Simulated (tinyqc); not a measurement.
Inside a calculation. Method: UHF in the sto-3g basis, for H2O+, spin multiplicity 2. One step of it, computed by the program tinyqc.

Problem. Iteration 2: building the Fock matrix. J_ij = sum D_kl (ij|kl) with D = D(alpha) + D(beta), K_ij = sum D_kl (ik|jl) for each spin; F = H + J - K(s); E = tr D H + tr D J / 2 - 0.5 sum_s tr D(s) K(s) + E_nn.

D(alpha) after iteration 1:
```
            1O 1s      1O 2s    1O 2px     1O 2py     1O 2pz      2H 1s      3H 1s
1O 1s    1.056068  -0.235286  0.000000   0.000000   0.024216  -0.012608  -0.012608
1O 2s   -0.235286   0.995646  0.000000   0.000000  -0.132087   0.033023   0.033023
1O 2px   0.000000   0.000000  1.000000   0.000000   0.000000   0.000000   0.000000
1O 2py   0.000000   0.000000  0.000000   0.713832   0.000000   0.192109  -0.192109
1O 2pz   0.024216  -0.132087  0.000000   0.000000   0.857528   0.145259   0.145259
2H 1s   -0.012608   0.033023  0.000000   0.192109   0.145259   0.079466  -0.023936
3H 1s   -0.012608   0.033023  0.000000  -0.192109   0.145259  -0.023936   0.079466
```

D(beta) after iteration 1:
```
            1O 1s      1O 2s    1O 2px     1O 2py     1O 2pz      2H 1s      3H 1s
1O 1s    1.055452  -0.232944  0.000000   0.000000   0.027109  -0.014647  -0.014647
1O 2s   -0.232944   0.989682  0.000000   0.000000  -0.143092   0.035011   0.035011
1O 2px   0.000000   0.000000  0.000000   0.000000   0.000000   0.000000   0.000000
1O 2py   0.000000   0.000000  0.000000   0.690142   0.000000   0.202283  -0.202283
1O 2pz   0.027109  -0.143092  0.000000   0.000000   0.843940   0.154853   0.154853
2H 1s   -0.014647   0.035011  0.000000   0.202283   0.154853   0.091618  -0.026962
3H 1s   -0.014647   0.035011  0.000000  -0.202283   0.154853  -0.026962   0.091618
```

core Hamiltonian H = T + V (hartree):
```
             1O 1s      1O 2s     1O 2px     1O 2py     1O 2pz      2H 1s      3H 1s
1O 1s   -32.501234  -7.560805   0.000000   0.000000  -0.010981  -0.989526  -0.989526
1O 2s    -7.560805  -9.127413   0.000000   0.000000  -0.136065  -2.438802  -2.438802
1O 2px    0.000000   0.000000  -7.285224   0.000000   0.000000   0.000000   0.000000
1O 2py    0.000000   0.000000   0.000000  -7.386625   0.000000  -1.540965   1.540965
1O 2pz   -0.010981  -0.136065   0.000000   0.000000  -7.329391  -1.046750  -1.046750
2H 1s    -0.989526  -2.438802   0.000000  -1.540965  -1.046750  -4.225278  -0.693440
3H 1s    -0.989526  -2.438802   0.000000   1.540965  -1.046750  -0.693440  -4.225278
```

Two-electron integrals (ij|kl) in chemists' order, unique and non-zero (hartree):
```
(11|11) 4.785065    (21|11) 0.741380    (21|21) 0.136873    (22|11) 1.118947
(22|21) 0.256633    (22|22) 0.817206    (31|31) 0.024477    (32|31) 0.037809
(32|32) 0.180518    (33|11) 1.115814    (33|21) 0.256684    (33|22) 0.817023
(33|33) 0.880159    (41|41) 0.024477    (42|41) 0.037809    (42|42) 0.180518
(43|43) 0.047444    (44|11) 1.115814    (44|21) 0.256684    (44|22) 0.817023
(44|33) 0.785270    (44|44) 0.880159    (51|51) 0.024477    (52|51) 0.037809
(52|52) 0.180518    (53|53) 0.047444    (54|54) 0.047444    (55|11) 1.115814
(55|21) 0.256684    (55|22) 0.817023    (55|33) 0.785270    (55|44) 0.785270
(55|55) 0.880159    (61|11) 0.097242    (61|21) 0.017821    (61|22) 0.033267
(61|33) 0.033202    (61|41) 0.000671    (61|42) 0.001268    (61|44) 0.033340
(61|51) 0.000443    (61|52) 0.000837    (61|54) 0.000091    (61|55) 0.033263
(61|61) 0.002349    (62|11) 0.263174    (62|21) 0.061234    (62|22) 0.219225
(62|33) 0.215318    (62|41) 0.003829    (62|42) 0.030656    (62|44) 0.223329
(62|51) 0.002527    (62|52) 0.020232    (62|54) 0.005287    (62|55) 0.218808
(62|61) 0.008145    (62|62) 0.076061    (63|31) 0.006074    (63|32) 0.036555
(63|43) 0.006180    (63|53) 0.004079    (63|63) 0.010237    (64|11) 0.167691
(64|21) 0.039488    (64|22) 0.150960    (64|33) 0.144300    (64|41) 0.008217
(64|42) 0.056270    (64|44) 0.161845    (64|51) 0.001415    (64|52) 0.013012
(64|54) 0.007500    (64|55) 0.146559    (64|61) 0.005456    (64|62) 0.063707
(64|64) 0.063006    (65|11) 0.110673    (65|21) 0.026061    (65|22) 0.099630
(65|33) 0.095235    (65|41) 0.001415    (65|42) 0.013012    (65|44) 0.098657
(65|51) 0.007008    (65|52) 0.045143    (65|54) 0.008438    (65|55) 0.104883
(65|61) 0.003601    (65|62) 0.042046    (65|64) 0.034826    (65|65) 0.033222
(66|11) 0.436439    (66|21) 0.103160    (66|22) 0.425623    (66|33) 0.409555
(66|41) 0.007556    (66|42) 0.085516    (66|44) 0.442781    (66|51) 0.004986
(66|52) 0.056439    (66|54) 0.021928    (66|55) 0.424027    (66|61) 0.013801
(66|62) 0.195415    (66|64) 0.186898    (66|65) 0.123349    (66|66) 0.774606
(71|11) 0.097242    (71|21) 0.017821    (71|22) 0.033267    (71|33) 0.033202
(71|41) -0.000671   (71|42) -0.001268   (71|44) 0.033340    (71|51) 0.000443
(71|52) 0.000837    (71|54) -0.000091   (71|55) 0.033263    (71|61) 0.002310
(71|62) 0.007862    (71|64) 0.004870    (71|65) 0.003481    (71|66) 0.013223
(71|71) 0.002349    (72|11) 0.263174    (72|21) 0.061234    (72|22) 0.219225
(72|33) 0.215318    (72|41) -0.003829   (72|42) -0.030656   (72|44) 0.223329
(72|51) 0.002527    (72|52) 0.020232    (72|54) -0.005287   (72|55) 0.218808
(72|61) 0.007862    (72|62) 0.058468    (72|64) 0.034430    (72|65) 0.031308
(72|66) 0.118577    (72|71) 0.008145    (72|72) 0.076061    (73|31) 0.006074
(73|32) 0.036555    (73|43) -0.006180   (73|53) 0.004079    (73|63) 0.007514
(73|73) 0.010237    (74|11) -0.167691   (74|21) -0.039488   (74|22) -0.150960
(74|33) -0.144300   (74|41) 0.008217    (74|42) 0.056270    (74|44) -0.161845
(74|51) -0.001415   (74|52) -0.013012   (74|54) 0.007500    (74|55) -0.146559
(74|61) -0.004870   (74|62) -0.034430   (74|64) -0.013289   (74|65) -0.018117
(74|66) -0.065264   (74|71) -0.005456   (74|72) -0.063707   (74|74) 0.063006
(75|11) 0.110673    (75|21) 0.026061    (75|22) 0.099630    (75|33) 0.095235
(75|41) -0.001415   (75|42) -0.013012   (75|44) 0.098657    (75|51) 0.007008
(75|52) 0.045143    (75|54) -0.008438   (75|55) 0.104883    (75|61) 0.003481
(75|62) 0.031308    (75|64) 0.018117    (75|65) 0.024032    (75|66) 0.068790
(75|71) 0.003601    (75|72) 0.042046    (75|74) -0.034826   (75|75) 0.033222
(76|11) 0.068676    (76|21) 0.016122    (76|22) 0.062599    (76|33) 0.061231
(76|44) 0.062627    (76|51) 0.001050    (76|52) 0.010031    (76|55) 0.063872
(76|61) 0.002117    (76|62) 0.021178    (76|64) 0.015551    (76|65) 0.013206
(76|66) 0.056489    (76|71) 0.002117    (76|72) 0.021178    (76|74) -0.015551
(76|75) 0.013206    (76|76) 0.007481    (77|11) 0.436439    (77|21) 0.103160
(77|22) 0.425623    (77|33) 0.409555    (77|41) -0.007556   (77|42) -0.085516
(77|44) 0.442781    (77|51) 0.004986    (77|52) 0.056439    (77|54) -0.021928
(77|55) 0.424027    (77|61) 0.013223    (77|62) 0.118577    (77|64) 0.065264
(77|65) 0.068790    (77|66) 0.264468    (77|71) 0.013801    (77|72) 0.195415
(77|74) -0.186898   (77|75) 0.123349    (77|76) 0.056489    (77|77) 0.774606
```

nuclear repulsion = 7.35321386 hartree

Give: Coulomb J; exchange K(alpha); exchange K(beta); F(alpha); F(beta); total energy of this density.

Solution.

Coulomb J (hartree):
```
         1O 1s  1O 2s  1O 2px  1O 2py  1O 2pz  2H 1s   3H 1s
1O 1s   16.813  3.143   0.000   0.000  -0.005  0.410   0.410
1O 2s    3.143  7.652   0.000   0.000   0.003  2.014   2.014
1O 2px   0.000  0.000   7.587   0.000   0.000  0.000   0.000
1O 2py   0.000  0.000   0.000   7.671   0.000  1.377  -1.377
1O 2pz  -0.005  0.003   0.000   0.000   7.675  0.912   0.912
2H 1s    0.410  2.014   0.000   1.377   0.912  3.920   0.571
3H 1s    0.410  2.014   0.000  -1.377   0.912  0.571   3.920
```

exchange K(alpha) (hartree):
```
        1O 1s   1O 2s  1O 2px  1O 2py  1O 2pz  2H 1s   3H 1s
1O 1s   4.902   0.843   0.000   0.000   0.000  0.117   0.117
1O 2s   0.843   1.372   0.000   0.000  -0.029  0.390   0.390
1O 2px  0.000   0.000   1.155   0.000   0.000  0.000   0.000
1O 2py  0.000   0.000   0.000   1.051   0.000  0.268  -0.268
1O 2pz  0.000  -0.029   0.000   0.000   1.101  0.185   0.185
2H 1s   0.117   0.390   0.000   0.268   0.185  0.326   0.084
3H 1s   0.117   0.390   0.000  -0.268   0.185  0.084   0.326
```

exchange K(beta) (hartree):
```
        1O 1s   1O 2s  1O 2px  1O 2py  1O 2pz  2H 1s   3H 1s
1O 1s   4.876   0.805   0.000   0.000   0.001  0.110   0.110
1O 2s   0.805   1.186   0.000   0.000  -0.032  0.355   0.355
1O 2px  0.000   0.000   0.273   0.000   0.000  0.000   0.000
1O 2py  0.000   0.000   0.000   0.990   0.000  0.265  -0.265
1O 2pz  0.001  -0.032   0.000   0.000   1.045  0.184   0.184
2H 1s   0.110   0.355   0.000   0.265   0.184  0.329   0.077
3H 1s   0.110   0.355   0.000  -0.265   0.184  0.077   0.329
```

F(alpha) (hartree):
```
          1O 1s   1O 2s  1O 2px  1O 2py  1O 2pz   2H 1s   3H 1s
1O 1s   -20.591  -5.261   0.000   0.000  -0.017  -0.697  -0.697
1O 2s    -5.261  -2.847   0.000   0.000  -0.105  -0.815  -0.815
1O 2px    0.000   0.000  -0.853   0.000   0.000   0.000   0.000
1O 2py    0.000   0.000   0.000  -0.766   0.000  -0.432   0.432
1O 2pz   -0.017  -0.105   0.000   0.000  -0.756  -0.320  -0.320
2H 1s    -0.697  -0.815   0.000  -0.432  -0.320  -0.632  -0.206
3H 1s    -0.697  -0.815   0.000   0.432  -0.320  -0.206  -0.632
```

F(beta) (hartree):
```
          1O 1s   1O 2s  1O 2px  1O 2py  1O 2pz   2H 1s   3H 1s
1O 1s   -20.565  -5.223   0.000   0.000  -0.017  -0.690  -0.690
1O 2s    -5.223  -2.661   0.000   0.000  -0.101  -0.780  -0.780
1O 2px    0.000   0.000   0.029   0.000   0.000   0.000   0.000
1O 2py    0.000   0.000   0.000  -0.705   0.000  -0.429   0.429
1O 2pz   -0.017  -0.101   0.000   0.000  -0.700  -0.318  -0.318
2H 1s    -0.690  -0.780   0.000  -0.429  -0.318  -0.634  -0.199
3H 1s    -0.690  -0.780   0.000   0.429  -0.318  -0.199  -0.634
```

total energy of this density = -74.55639 hartree
